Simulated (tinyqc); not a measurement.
Orbital energy against energy difference: ionisation energy by orbital energies and by energy differences in the 6-31g* basis, for LiH, spin multiplicity 1. Computed by the program tinyqc with PySCF. The cation is unrestricted; errors are against CCSD(T) in this basis, not against experiment.

Geometry (angstrom):
```
atom       x       y       z
Li    0.0000  0.0000  0.0000
H     0.0000  0.0000  1.5430
```

CCSD(T) difference in the same basis = 7.7186 eV

IP-EOM-CCSD = 7.7185 eV

First vertical ionisation energy (eV):
```
method     -e(HOMO)  E(cation) - E  error of -e(HOMO)  error of the difference
HF            8.247        7.12363              0.528                   -0.595
LDA           4.440        8.32161             -3.279                    0.603
PBE           4.435        8.16746             -3.284                    0.449
B3LYP         5.381        8.40599             -2.337                    0.687
CAM-B3LYP     6.929        8.38740             -0.790                    0.669
LC-wPBE       8.239        8.20158              0.520                    0.483
```

Estimate the missing row, method = PBE0.

Computed row:
```
method  -e(HOMO)  E(cation) - E  error of -e(HOMO)  error of the difference
PBE0       5.513        8.12472             -2.205                    0.406
```

Koopmans errs by +0.53 eV and Delta-HF by -0.59 eV: relaxation, 1.12 eV, lowers the value and the missing correlation difference works against it. The PBE level is off by -3.3 eV through the wrong tail of its potential, though its energy difference is off by +0.45 eV; exact exchange deepens the level, and among the orbital energies LC-wPBE comes closest; among the differences PBE0 does.
